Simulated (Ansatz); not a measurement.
A made-up structure of MgNH2, doublet:

N1  (-0.099, -1.271, 0.428)
Mg2  (0.273, 0.737, -0.231)
H3  (-1.013, -1.932, 0.582)
H4  (0.839, 2.466, -0.779)
(Å)

It is relaxed with PBE-D4/def2-SVP and then PBE0-D4/def2-TZVP (Ansatz 0.2.0). Atoms count as bonded within 1.22 times the sum of their covalent radii (H–H: 0.88 Å). The end point is not checked to be a true minimum.

(1) Does its bonding change? (A judgement: the text doesn't fix the answer.)

Answers

(1) By the calculation: No: no bond forms or breaks.

Where it ends: The first stage lowers the energy by 0.54 eV in 5 steps. It ends as MgNH₂ ([NH][MgH]):
```
4
angstrom
N -0.0859 -1.1372 0.3834
Mg 0.2470 0.6568 -0.2055
H -0.9068 -1.7213 0.5178
H 0.7457 2.2017 -0.6957
```

Labels in which every atom is bracketed show which atoms are joined, not bond orders.

For scale, one of the runs: PBE0-D4/def2-TZVP relaxation, 75 basis functions, launched by `ansatz run in.yaml --threads 2 --pin off --events-out ev --progress --plain --max-ram 4352MiB`. The run took about 14 s on 2 CPU threads of an Arm Neoverse V2 (shared host).
